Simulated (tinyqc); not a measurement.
Inside a calculation (part 1 of 2). Method: RKS/PBE0 in the sto-6g basis, for BH2+, spin multiplicity 1. Computed by tinyqc, a small Python program that keeps every step (integrals from PySCF). Settings: charge = 1, multiplicity = 1, basis = sto-6g, energy threshold = 1e-08, iteration cap = 80, orthogonalisation = symmetric, start = core, DIIS depth = 8, DIIS from iteration = 3, damping = 0.5, method = RKS, functional = pbe0, grid = [10, 26]. Command: `OMP_NUM_THREADS=1 python tinyqc.py 26733 26734 out.jsonl` (the two numbers bound the seeds that draw the settings). One thread of a shared host (Intel(R) Xeon(R) Processor @ 2.60GHz), about 1 s of CPU time with the checks. Later iterations appear only in the table of the cycle.

## One-electron integrals

Geometry (angstrom):
```
atom         x          y         z
B     0.000000   0.000000  0.000000
H     0.000000   1.423000  0.508000
H     0.000000  -1.506000  0.537000
```

Basis sto-6g: exponents (1/bohr^2) and contraction coefficients of normalised primitives:
```
element  l (shell)    exponent  coefficient
B            s (1)  506.011147     0.009164
B            s (1)   92.776814     0.049362
B            s (1)   25.955658     0.168538
B            s (1)    8.916445     0.370563
B            s (1)    3.462507     0.416492
B            s (1)    1.426054     0.130334
B            s (2)   23.194575    -0.013253
B            s (2)    4.590810    -0.046992
B            s (2)    1.426819    -0.033785
B            s (2)    0.548948     0.250242
B            s (2)    0.238410     0.595117
B            s (2)    0.109280     0.240706
B            p (3)   23.194575     0.003760
B            p (3)    4.590810     0.037679
B            p (3)    1.426819     0.173897
B            p (3)    0.548948     0.418036
B            p (3)    0.238410     0.425859
B            p (3)    0.109280     0.101708
H            s (1)   35.523221     0.009164
H            s (1)    6.513144     0.049361
H            s (1)    1.822143     0.168538
H            s (1)    0.625955     0.370563
H            s (1)    0.243077     0.416492
H            s (1)    0.100112     0.130334
```

Overlap, kinetic and nuclear-attraction integrals over the contracted functions; the nuclear repulsion is the sum of Za Zb / Rab.

nuclear repulsion = 3.58663235 hartree

overlap S, order 1B 1s, 1B 2s, 1B 2px, 1B 2py, 1B 2pz, 2H 1s, 3H 1s:
$$\begin{pmatrix}
1.000000 & 0.264891 & 0.000000 & 0.000000 & 0.000000 & 0.033388 & 0.027315 \\
0.264891 & 1.000000 & 0.000000 & 0.000000 & 0.000000 & 0.325772 & 0.290617 \\
0.000000 & 0.000000 & 1.000000 & 0.000000 & 0.000000 & 0.000000 & 0.000000 \\
0.000000 & 0.000000 & 0.000000 & 1.000000 & 0.000000 & 0.348399 & -0.317506 \\
0.000000 & 0.000000 & 0.000000 & 0.000000 & 1.000000 & 0.124376 & 0.113214 \\
0.033388 & 0.325772 & 0.000000 & 0.348399 & 0.124376 & 1.000000 & 0.024636 \\
0.027315 & 0.290617 & 0.000000 & -0.317506 & 0.113214 & 0.024636 & 1.000000
\end{pmatrix}$$

kinetic energy T (hartree), order 1B 1s, 1B 2s, 1B 2px, 1B 2py, 1B 2pz, 2H 1s, 3H 1s:
$$\begin{pmatrix}
10.947243 & -0.333880 & 0.000000 & 0.000000 & 0.000000 & -0.009831 & -0.008741 \\
-0.333880 & 0.374498 & 0.000000 & 0.000000 & 0.000000 & 0.027186 & 0.016645 \\
0.000000 & 0.000000 & 1.125026 & 0.000000 & 0.000000 & 0.000000 & 0.000000 \\
0.000000 & 0.000000 & 0.000000 & 1.125026 & 0.000000 & 0.099521 & -0.077007 \\
0.000000 & 0.000000 & 0.000000 & 0.000000 & 1.125026 & 0.035528 & 0.027459 \\
-0.009831 & 0.027186 & 0.000000 & 0.099521 & 0.035528 & 0.768522 & -0.006240 \\
-0.008741 & 0.016645 & 0.000000 & -0.077007 & 0.027459 & -0.006240 & 0.768522
\end{pmatrix}$$

nuclear attraction V (hartree), order 1B 1s, 1B 2s, 1B 2px, 1B 2py, 1B 2pz, 2H 1s, 3H 1s:
$$\begin{pmatrix}
-24.072916 & -2.924632 & 0.000000 & -0.001219 & -0.007709 & -0.404243 & -0.329863 \\
-2.924632 & -4.425602 & 0.000000 & -0.009859 & -0.071644 & -1.170260 & -1.015543 \\
0.000000 & 0.000000 & -4.378883 & 0.000000 & 0.000000 & 0.000000 & 0.000000 \\
-0.001219 & -0.009859 & 0.000000 & -4.502745 & -0.003001 & -1.182300 & 1.044827 \\
-0.007709 & -0.071644 & 0.000000 & -0.003001 & -4.394651 & -0.429779 & -0.379613 \\
-0.404243 & -1.170260 & 0.000000 & -1.182300 & -0.429779 & -3.164665 & -0.085488 \\
-0.329863 & -1.015543 & 0.000000 & 1.044827 & -0.379613 & -0.085488 & -3.070689
\end{pmatrix}$$

core Hamiltonian H = T + V (hartree), order 1B 1s, 1B 2s, 1B 2px, 1B 2py, 1B 2pz, 2H 1s, 3H 1s:
$$\begin{pmatrix}
-13.125672 & -3.258512 & 0.000000 & -0.001219 & -0.007709 & -0.414074 & -0.338604 \\
-3.258512 & -4.051104 & 0.000000 & -0.009859 & -0.071644 & -1.143075 & -0.998897 \\
0.000000 & 0.000000 & -3.253856 & 0.000000 & 0.000000 & 0.000000 & 0.000000 \\
-0.001219 & -0.009859 & 0.000000 & -3.377718 & -0.003001 & -1.082779 & 0.967820 \\
-0.007709 & -0.071644 & 0.000000 & -0.003001 & -3.269624 & -0.394250 & -0.352154 \\
-0.414074 & -1.143075 & 0.000000 & -1.082779 & -0.394250 & -2.396143 & -0.091728 \\
-0.338604 & -0.998897 & 0.000000 & 0.967820 & -0.352154 & -0.091728 & -2.302167
\end{pmatrix}$$

## Two-electron integrals

Functions are numbered as in S; the eight-fold symmetry (ij|kl) = (ji|kl) = (kl|ij) leaves the list below.

Two-electron integrals (ij|kl) in chemists' order, unique and non-zero (hartree):
```
(11|11) 2.924993    (21|11) 0.480756    (21|21) 0.099484    (22|11) 0.743449
(22|21) 0.188967    (22|22) 0.544922    (31|31) 0.021096    (32|31) 0.030854
(32|32) 0.120443    (33|11) 0.743450    (33|21) 0.188967    (33|22) 0.544922
(33|33) 0.587109    (41|41) 0.021096    (42|41) 0.030854    (42|42) 0.120443
(43|43) 0.031641    (44|11) 0.743450    (44|21) 0.188967    (44|22) 0.544922
(44|33) 0.523827    (44|44) 0.587109    (51|51) 0.021096    (52|51) 0.030854
(52|52) 0.120443    (53|53) 0.031641    (54|54) 0.031641    (55|11) 0.743450
(55|21) 0.188967    (55|22) 0.544922    (55|33) 0.523827    (55|44) 0.523827
(55|55) 0.587109    (61|11) 0.062429    (61|21) 0.012533    (61|22) 0.023670
(61|33) 0.023543    (61|41) 0.000929    (61|42) 0.001791    (61|44) 0.023881
(61|51) 0.000332    (61|52) 0.000639    (61|54) 0.000121    (61|55) 0.023586
(61|61) 0.001638    (62|11) 0.173353    (62|21) 0.044964    (62|22) 0.145650
(62|33) 0.141315    (62|41) 0.004923    (62|42) 0.030677    (62|44) 0.152850
(62|51) 0.001757    (62|52) 0.010952    (62|54) 0.004118    (62|55) 0.142785
(62|61) 0.006045    (62|62) 0.057895    (63|31) 0.004338    (63|32) 0.020561
(63|43) 0.005507    (63|53) 0.001966    (63|63) 0.005735    (64|11) 0.163637
(64|21) 0.042981    (64|22) 0.146264    (64|33) 0.138768    (64|41) 0.008277
(64|42) 0.048148    (64|44) 0.159958    (64|51) 0.001406    (64|52) 0.009848
(64|54) 0.005599    (64|55) 0.140065    (64|61) 0.006031    (64|62) 0.067667
(64|64) 0.083218    (65|11) 0.058417    (65|21) 0.015344    (65|22) 0.052215
(65|33) 0.049539    (65|41) 0.001406    (65|42) 0.009848    (65|44) 0.053172
(65|51) 0.004840    (65|52) 0.024077    (65|54) 0.006804    (65|55) 0.053934
(65|61) 0.002153    (65|62) 0.024156    (65|64) 0.027661    (65|65) 0.015609
(66|11) 0.348731    (66|21) 0.092230    (66|22) 0.338093    (66|33) 0.319513
(66|41) 0.010953    (66|42) 0.092895    (66|44) 0.368952    (66|51) 0.003910
(66|52) 0.033163    (66|54) 0.017650    (66|55) 0.325813    (66|61) 0.012593
(66|62) 0.180977    (66|64) 0.228366    (66|65) 0.081525    (66|66) 0.774999
(71|11) 0.050979    (71|21) 0.010240    (71|22) 0.019356    (71|33) 0.019253
(71|41) -0.000761   (71|42) -0.001470   (71|44) 0.019528    (71|51) 0.000271
(71|52) 0.000524    (71|54) -0.000098   (71|55) 0.019288    (71|61) 0.001265
(71|62) 0.004401    (71|64) 0.004043    (71|65) 0.001577    (71|66) 0.008999
(71|71) 0.001094    (72|11) 0.149973    (72|21) 0.038946    (72|22) 0.127124
(72|33) 0.123297    (72|41) -0.004243   (72|42) -0.026977   (72|44) 0.133482
(72|51) 0.001513    (72|52) 0.009619    (72|54) -0.003632   (72|55) 0.124592
(72|61) 0.004663    (72|62) 0.029472    (72|64) 0.026650    (72|65) 0.012042
(72|66) 0.067963    (72|71) 0.004284    (72|72) 0.045386    (73|31) 0.003637
(73|32) 0.017511    (73|43) -0.004767   (73|53) 0.001700    (73|63) 0.002423
(73|73) 0.004322    (74|11) -0.144577   (74|21) -0.037999   (74|22) -0.130158
(74|33) -0.123577   (74|41) 0.007079    (74|42) 0.042119    (74|44) -0.142169
(74|51) -0.001227   (74|52) -0.008774   (74|54) 0.004930    (74|55) -0.124729
(74|61) -0.004384   (74|62) -0.027361   (74|64) -0.023198   (74|65) -0.011015
(74|66) -0.062493   (74|71) -0.004351   (74|72) -0.053978   (74|74) 0.067234
(75|11) 0.051552    (75|21) 0.013549    (75|22) 0.046411    (75|33) 0.044064
(75|41) -0.001227   (75|42) -0.008774   (75|44) 0.047294    (75|51) 0.004075
(75|52) 0.020640    (75|54) -0.005919   (75|55) 0.047874    (75|61) 0.001700
(75|62) 0.012201    (75|64) 0.010893    (75|65) 0.007308    (75|66) 0.029034
(75|71) 0.001552    (75|72) 0.019247    (75|74) -0.022433   (75|75) 0.012321
(76|11) 0.012893    (76|21) 0.003333    (76|22) 0.010802    (76|33) 0.010550
(76|41) -0.000007   (76|42) -0.000059   (76|44) 0.011006    (76|51) 0.000233
(76|52) 0.001435    (76|54) -0.000011   (76|55) 0.010849    (76|61) 0.000424
(76|62) 0.003348    (76|64) 0.003487    (76|65) 0.001528    (76|66) 0.009130
(76|71) 0.000348    (76|72) 0.003004    (76|74) -0.003214   (76|75) 0.001389
(76|76) 0.000259    (77|11) 0.329989    (77|21) 0.087314    (77|22) 0.322257
(77|33) 0.305264    (77|41) -0.009891   (77|42) -0.086179   (77|44) 0.350491
(77|51) 0.003527    (77|52) 0.030729    (77|54) -0.016127   (77|55) 0.311014
(77|61) 0.010443    (77|62) 0.074659    (77|64) 0.067123    (77|65) 0.031397
(77|66) 0.180640    (77|71) 0.009722    (77|72) 0.157855    (77|74) -0.202200
(77|75) 0.072099    (77|76) 0.009130    (77|77) 0.774999
```

## Orthogonalisation

S = U s U^T; symmetric (Loewdin) form X = U s^(-1/2) U^T, so that X^T S X = 1.

eigenvalues of S: [0.482218, 0.530471, 0.899654, 1.000000, 1.070049, 1.453560, 1.564049]

X, order 1B 1s, 1B 2s, 1B 2px, 1B 2py, 1B 2pz, 2H 1s, 3H 1s:
$$\begin{pmatrix}
1.029444 & -0.150153 & 0.000000 & -0.001148 & -0.004291 & 0.020484 & 0.018809 \\
-0.150153 & 1.117122 & 0.000000 & 0.011794 & 0.033345 & -0.195209 & -0.167234 \\
0.000000 & 0.000000 & 1.000000 & 0.000000 & 0.000000 & 0.000000 & 0.000000 \\
-0.001148 & 0.011794 & 0.000000 & 1.102756 & 0.004068 & -0.211757 & 0.187103 \\
-0.004291 & 0.033345 & 0.000000 & 0.004068 & 1.012444 & -0.072586 & -0.063414 \\
0.020484 & -0.195209 & 0.000000 & -0.211757 & -0.072586 & 1.112902 & -0.016959 \\
0.018809 & -0.167234 & 0.000000 & 0.187103 & -0.063414 & -0.016959 & 1.088431
\end{pmatrix}$$

## Starting guess

The start is the orbitals of the core Hamiltonian; D = 2 C_occ C_occ^T.

D at the start, order 1B 1s, 1B 2s, 1B 2px, 1B 2py, 1B 2pz, 2H 1s, 3H 1s:
$$\begin{pmatrix}
2.149105 & -0.568611 & 0.000000 & -0.004072 & -0.157821 & 0.053990 & 0.049984 \\
-0.568611 & 2.153484 & 0.000000 & 0.019999 & 0.656724 & -0.177039 & -0.164914 \\
0.000000 & 0.000000 & 0.000000 & 0.000000 & 0.000000 & 0.000000 & 0.000000 \\
-0.004072 & 0.019999 & 0.000000 & 2.259052 & 0.004956 & -0.233977 & 0.221816 \\
-0.157821 & 0.656724 & 0.000000 & 0.004956 & 0.200396 & -0.053815 & -0.050356 \\
0.053990 & -0.177039 & 0.000000 & -0.233977 & -0.053815 & 0.038478 & -0.009391 \\
0.049984 & -0.164914 & 0.000000 & 0.221816 & -0.050356 & -0.009391 & 0.034733
\end{pmatrix}$$

## Iteration 1: exchange-correlation on the grid

Becke grid with 10 radial and 26 angular points per atom, points of zero weight dropped. rho = sum D_ij phi_i phi_j; V_xc,ij = sum w v_xc phi_i phi_j plus the gradient terms; v_xc is d(rho eps)/d rho at fixed gradient. Exact exchange is left to K.

The 12 grid points with the largest w rho, of 778 (bohr, atomic units):
```
x                  y         z         w       rho  |grad rho|^2     eps_xc       v_xc
0.000000   -1.719892  0.000000  1.234430  0.106345      0.048476  -0.317382  -0.396161
0.000000    0.958016  0.000000  0.334821  0.354701      0.133506  -0.453871  -0.593930
0.000000   -0.958016  0.000000  0.335500  0.352946      0.129641  -0.453196  -0.593042
0.000000    1.719892  0.000000  1.090979  0.104245      0.049421  -0.315982  -0.392180
0.000000    0.000000  1.719892  1.631147  0.065785      0.014631  -0.274337  -0.343037
0.000000   -1.216147  1.216147  1.064531  0.089328      0.033335  -0.301428  -0.374582
-1.216147  -1.216147  0.000000  1.263267  0.070359      0.020101  -0.281011  -0.346710
1.216147   -1.216147  0.000000  1.263267  0.070359      0.020101  -0.281011  -0.346710
1.216147    1.216147  0.000000  1.242991  0.070502      0.020308  -0.281225  -0.346798
-1.216147   1.216147  0.000000  1.242991  0.070502      0.020308  -0.281225  -0.346798
0.000000    1.216147  1.216147  0.969846  0.088026      0.033804  -0.300475  -0.371751
0.000000    0.677420  0.677420  0.268215  0.289746      0.111298  -0.426547  -0.557776
```

electrons on the grid, sum of w rho = 6.014114

E_xc = sum of w rho eps_xc = -3.51494155 hartree

V_xc (hartree), order 1B 1s, 1B 2s, 1B 2px, 1B 2py, 1B 2pz, 2H 1s, 3H 1s:
$$\begin{pmatrix}
-1.437798 & -0.199248 & 0.000000 & -0.000064 & -0.004923 & -0.027398 & -0.022374 \\
-0.199248 & -0.352933 & 0.000000 & 0.000344 & -0.040007 & -0.087823 & -0.075534 \\
0.000000 & 0.000000 & -0.332856 & 0.000000 & 0.000000 & 0.000000 & 0.000000 \\
-0.000064 & 0.000344 & 0.000000 & -0.396427 & 0.000403 & -0.086132 & 0.075279 \\
-0.004923 & -0.040007 & 0.000000 & 0.000403 & -0.327688 & -0.033236 & -0.028938 \\
-0.027398 & -0.087823 & 0.000000 & -0.086132 & -0.033236 & -0.133282 & -0.006459 \\
-0.022374 & -0.075534 & 0.000000 & 0.075279 & -0.028938 & -0.006459 & -0.120943
\end{pmatrix}$$

## Iteration 1: building the Kohn-Sham matrix

J_ij = sum D_kl (ij|kl), K_ij = sum D_kl (ik|jl); F = H + J - 0.125 K + V_xc; E = tr D H + tr D J / 2 - 0.0625 tr D K + E_xc + E_nn.

Coulomb J (hartree), order 1B 1s, 1B 2s, 1B 2px, 1B 2py, 1B 2pz, 2H 1s, 3H 1s:
$$\begin{pmatrix}
8.942312 & 1.731894 & 0.000000 & 0.000061 & 0.030943 & 0.222656 & 0.181930 \\
1.731894 & 3.695051 & 0.000000 & -0.000792 & 0.130673 & 0.956776 & 0.833281 \\
0.000000 & 0.000000 & 3.651594 & 0.000000 & 0.000000 & 0.000000 & 0.000000 \\
0.000061 & -0.000792 & 0.000000 & 3.771755 & -0.000393 & 0.947650 & -0.842074 \\
0.030943 & 0.130673 & 0.000000 & -0.000393 & 3.661798 & 0.353828 & 0.313375 \\
0.222656 & 0.956776 & 0.000000 & 0.947650 & 0.353828 & 2.122949 & 0.071233 \\
0.181930 & 0.833281 & 0.000000 & -0.842074 & 0.313375 & 0.071233 & 2.019228
\end{pmatrix}$$

exchange K (hartree), order 1B 1s, 1B 2s, 1B 2px, 1B 2py, 1B 2pz, 2H 1s, 3H 1s:
$$\begin{pmatrix}
6.008780 & 1.030221 & 0.000000 & -0.000068 & 0.021060 & 0.145089 & 0.119138 \\
1.030221 & 1.358638 & 0.000000 & 0.000006 & 0.362580 & 0.357497 & 0.307600 \\
0.000000 & 0.000000 & 0.330467 & 0.000000 & 0.000000 & 0.000000 & 0.000000 \\
-0.000068 & 0.000006 & 0.000000 & 1.439883 & -0.001016 & 0.315709 & -0.275821 \\
0.021060 & 0.362580 & 0.000000 & -0.001016 & 0.428807 & 0.115937 & 0.100417 \\
0.145089 & 0.357497 & 0.000000 & 0.315709 & 0.115937 & 0.198054 & 0.024753 \\
0.119138 & 0.307600 & 0.000000 & -0.275821 & 0.100417 & 0.024753 & 0.151044
\end{pmatrix}$$

Kohn-Sham matrix F (hartree), order 1B 1s, 1B 2s, 1B 2px, 1B 2py, 1B 2pz, 2H 1s, 3H 1s:
$$\begin{pmatrix}
-6.372256 & -1.854644 & 0.000000 & -0.001214 & 0.015678 & -0.236953 & -0.193940 \\
-1.854644 & -0.878816 & 0.000000 & -0.010307 & -0.026301 & -0.318808 & -0.279600 \\
0.000000 & 0.000000 & 0.023574 & 0.000000 & 0.000000 & 0.000000 & 0.000000 \\
-0.001214 & -0.010307 & 0.000000 & -0.182375 & -0.002864 & -0.260725 & 0.235502 \\
0.015678 & -0.026301 & 0.000000 & -0.002864 & 0.010885 & -0.088151 & -0.080269 \\
-0.236953 & -0.318808 & 0.000000 & -0.260725 & -0.088151 & -0.431232 & -0.030049 \\
-0.193940 & -0.279600 & 0.000000 & 0.235502 & -0.080269 & -0.030049 & -0.422761
\end{pmatrix}$$

total energy of this density = -24.50124039 hartree

This density is the starting one.

## Iteration 1: diagonalisation and new density

Diagonalise F' = X^T F X, C = X C', fill 3 alpha and 3 beta electrons from the bottom; D = 2 C_occ C_occ^T; the new density keeps 0.5 of the old one (damping). Each column has its largest component positive (the first on a tie).

F' = X^T F X (hartree):
$$\begin{pmatrix}
-6.213944 & -0.985712 & 0.000000 & -0.001967 & 0.009675 & -0.005840 & 0.002351 \\
-0.985712 & -0.428621 & 0.000000 & 0.003506 & 0.014132 & -0.165198 & -0.141072 \\
0.000000 & 0.000000 & 0.023574 & 0.000000 & 0.000000 & 0.000000 & 0.000000 \\
-0.001967 & 0.003506 & 0.000000 & -0.034605 & 0.002940 & -0.209582 & 0.184909 \\
0.009675 & 0.014132 & 0.000000 & 0.002940 & 0.030172 & -0.073183 & -0.063934 \\
-0.005840 & -0.165198 & 0.000000 & -0.209582 & -0.073183 & -0.299638 & -0.021976 \\
0.002351 & -0.141072 & 0.000000 & 0.184909 & -0.063934 & -0.021976 & -0.320595
\end{pmatrix}$$

orbital energies (hartree): MO1 -6.377549, MO2 -0.523621, MO3 -0.466788, MO4 -0.117166, MO5 0.023574, MO6 0.068553, MO7 0.149339

coefficients C, order 1B 1s, 1B 2s, 1B 2px, 1B 2py, 1B 2pz, 2H 1s, 3H 1s:
$$\begin{pmatrix}
0.991139 & -0.182118 & -0.019857 & -0.242712 & 0.000000 & -0.085037 & -0.032192 \\
0.033059 & 0.513035 & 0.062413 & 0.949003 & 0.000000 & 0.380986 & 0.154535 \\
0.000000 & 0.000000 & 0.000000 & 0.000000 & 1.000000 & 0.000000 & 0.000000 \\
0.000613 & 0.057977 & -0.354632 & -0.060502 & 0.000000 & -0.203084 & 1.059268 \\
-0.001159 & 0.068924 & 0.008438 & -0.341626 & 0.000000 & 0.940469 & 0.171657 \\
-0.005732 & 0.528858 & -0.472720 & -0.499581 & 0.000000 & -0.256621 & -0.713338 \\
-0.005021 & 0.388262 & 0.631579 & -0.530997 & 0.000000 & -0.456642 & 0.460626
\end{pmatrix}$$

D after iteration 1, order 1B 1s, 1B 2s, 1B 2px, 1B 2py, 1B 2pz, 2H 1s, 3H 1s:
$$\begin{pmatrix}
2.090470 & -0.346212 & 0.000000 & -0.004945 & -0.092779 & -0.065614 & -0.063235 \\
-0.346212 & 1.344936 & 0.000000 & 0.017630 & 0.364211 & 0.153110 & 0.155988 \\
0.000000 & 0.000000 & 0.000000 & 0.000000 & 0.000000 & 0.000000 & 0.000000 \\
-0.004945 & 0.017630 & 0.000000 & 1.258652 & 0.003481 & 0.081312 & -0.090563 \\
-0.092779 & 0.364211 & 0.000000 & 0.003481 & 0.105021 & 0.005562 & 0.006918 \\
-0.065614 & 0.153110 & 0.000000 & 0.081312 & 0.005562 & 0.522427 & -0.097891 \\
-0.063235 & 0.155988 & 0.000000 & -0.090563 & 0.006918 & -0.097891 & 0.567031
\end{pmatrix}$$

## Iteration 2: exchange-correlation on the grid

As before.

The 12 grid points with the largest w rho, of 778 (bohr, atomic units):
```
x                  y         z         w       rho  |grad rho|^2     eps_xc       v_xc
0.000000   -1.719892  0.000000  1.234430  0.085699      0.013276  -0.294922  -0.382058
0.000000    1.719892  0.000000  1.090979  0.091239      0.013572  -0.300476  -0.390277
0.000000    0.958016  0.000000  0.334821  0.225372      0.050102  -0.395280  -0.516830
0.000000   -1.216147  1.216147  1.064531  0.070053      0.010968  -0.277929  -0.356706
0.000000   -0.958016  0.000000  0.335500  0.219161      0.049785  -0.391902  -0.512367
0.000000    1.216147  1.216147  0.969846  0.074244      0.011675  -0.282690  -0.363899
0.000000    0.000000  1.719892  1.631147  0.041968      0.005563  -0.240319  -0.297146
1.216147    1.216147  0.000000  1.242991  0.049502      0.008632  -0.252825  -0.311488
-1.216147   1.216147  0.000000  1.242991  0.049502      0.008632  -0.252825  -0.311488
-1.216147  -1.216147  0.000000  1.263267  0.047643      0.008040  -0.250088  -0.307426
1.216147   -1.216147  0.000000  1.263267  0.047643      0.008040  -0.250088  -0.307426
0.992980    0.992980  0.992980  1.013388  0.053700      0.009026  -0.258116  -0.322453
```

electrons on the grid, sum of w rho = 6.003254

E_xc = sum of w rho eps_xc = -3.29218388 hartree

V_xc (hartree), order 1B 1s, 1B 2s, 1B 2px, 1B 2py, 1B 2pz, 2H 1s, 3H 1s:
$$\begin{pmatrix}
-1.425228 & -0.192404 & 0.000000 & -0.000162 & -0.003298 & -0.026455 & -0.021583 \\
-0.192404 & -0.324248 & 0.000000 & -0.001439 & -0.036498 & -0.099505 & -0.086479 \\
0.000000 & 0.000000 & -0.301000 & 0.000000 & 0.000000 & 0.000000 & 0.000000 \\
-0.000162 & -0.001439 & 0.000000 & -0.370032 & -0.000056 & -0.108845 & 0.096118 \\
-0.003298 & -0.036498 & 0.000000 & -0.000056 & -0.300036 & -0.041039 & -0.036230 \\
-0.026455 & -0.099505 & 0.000000 & -0.108845 & -0.041039 & -0.303161 & -0.006952 \\
-0.021583 & -0.086479 & 0.000000 & 0.096118 & -0.036230 & -0.006952 & -0.301991
\end{pmatrix}$$
